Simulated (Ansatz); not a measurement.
A run of Ansatz (development build ahead of 0.2.0) on singlet CHO2(-) at this shape:

| atom | x (Å) | y (Å) | z (Å) |
| --- | --- | --- | --- |
| C | 0.0000 | 0.0000 | -0.3298 |
| O | 0.0000 | 1.2225 | 0.2231 |
| O | 0.0000 | -1.2225 | 0.2231 |
| H | 0.0000 | 0.0000 | -1.5909 |

Its results:

| Quantity | Value |
| --- | --- |
| Converged | yes |
| Reference energy | -188.22066 hartree |
| Correlation energy | -0.65451 hartree |
| Total energy | -188.87517 hartree |
| Spin squared of the determinant | 0.000 |

Question: Which input gives this output? Name the method, the orbitals and the basis set, and write the input.

Answer: RHF-MP2 in cc-pVTZ. An unrestricted run that stays on the closed shell gives the same numbers.

```yaml
crystal:
  periodic: [false, false, false]
  atoms:
    - { symbol: C, position_ang: [0.0, 0.0, -0.32977] }
    - { symbol: O, position_ang: [0.0, 1.22253, 0.22309] }
    - { symbol: O, position_ang: [0.0, -1.22253, 0.22309] }
    - { symbol: H, position_ang: [0.0, 0.0, -1.59087] }
basis:
  gaussian: { orbitals: cc-pVTZ }
total_charge: -1
hamiltonian:
  xc: hf
correlation:
  method: mp2
  frozen_orbitals: { C: 1, H: 0, O: 1 }
```

Caution: no diffuse functions for an anion.
